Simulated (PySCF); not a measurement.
borohydride, BH₄ (charge -1), SMILES [BH4-], point group Td.

Force field and properties: B3LYP/pcSseg-2 (PySCF, grid level 2). Vibrational terms come from second-order perturbation theory with semi-diagonal cubic constants, by steps of ±0.6 along the normal coordinates of each isotopologue. The parent has the commonest isotopes.

Equilibrium geometry (Å):

| atom | x | y | z |
| --- | --- | --- | --- |
| B1 | 0.0069 | 0.0023 | -0.0137 |
| H2 | -0.8009 | 0.5233 | 0.7624 |
| H3 | 0.8156 | -0.6764 | 0.6280 |
| H4 | -0.5971 | -0.7222 | -0.8115 |
| H5 | 0.6100 | 0.8844 | -0.6338 |

Species: ²H at 2. Output of the displacement run:

```
mode    cm-1    km/mol   phi_rrr   E(+)/cm-1  E(-)/cm-1
  1    947.56    19.91     -11.4     170.21     171.09
  2    947.64    19.94      -3.6     170.56     170.75
  3   1077.32    42.68     -77.8     191.28     196.92
  4   1156.93    13.33      -8.5     207.99     208.63
  5   1157.09    13.35      51.1     210.16     206.50
  6   1650.18   213.79   -1012.2     263.55     336.12
  7   2241.02   588.87     694.9     431.03     381.33
  8   2241.08   588.86     -19.6     405.48     406.87
  9   2267.34   150.11     802.5     438.20     380.79
```

For the shielding of B1 (σe = 151.32 ppm):

```
mode  ω (cm⁻¹)  Σr φrrs (cm⁻¹)   ∂σ/∂q  ∂²σ/∂q²
   1       948               0   0.005    0.541
   2       948              -1   0.001    0.540
   3      1077              49   0.167    0.925
   4      1157               0  -0.003    0.014
   5      1157               1   0.018    0.014
   6      1650            -815  -3.649   -1.165
   7      2241               5   0.005   -2.143
   8      2241               0   0.000   -2.143
   9      2267            1964   7.431   -0.504
```

Q: Work out the zero-point average of this shielding.

A: With ⟨qs⟩ = −Σr φrrs/(4ωs) and ⟨qs²⟩ = 1/2: the mean displacements are 0.000, 0.000, -0.011, 0.000, 0.000, 0.123, -0.001, 0.000, -0.217. The anharmonic term Σ (∂σ/∂q)⟨q⟩ is -2.06 ppm, the harmonic term ¼ Σ ∂²σ/∂q² is -0.98 ppm, so ⟨σ⟩ = 148.28 ppm.
